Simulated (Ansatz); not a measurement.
This Ansatz (a first-principles code) input (PBE/6-311++G(2d,2p)) gives -460.62712 Eh with 45 basis functions. A basis named .json is the Basis Set Exchange file of that set (core-valence sets with the plain set on hydrogen).

Ansatz 0.2 input:
```yaml
crystal:
  periodic: [false, false, false]
  atoms:
    - {symbol: Cl, position_ang: [1.86082400, -0.06541100, -0.00006800]}
    - {symbol: H, position_ang: [1.75394100, 1.21098100, 0.00034100]}
basis:
  gaussian:
    orbitals: 6-311++G_2d_2p_.json
hamiltonian:
  xc: {name: PBE}
magnetization: {spin_polarized: false}
```

Change:
```diff
- orbitals: 6-311++G_2d_2p_.json
+ orbitals: cc-pV_5+d_Z.json
```

Problem. What does the run give now?

Solution. -460.64239 Eh (PBE/cc-pV(5+d)Z, 155 functions), a change of -15.27 mEh.
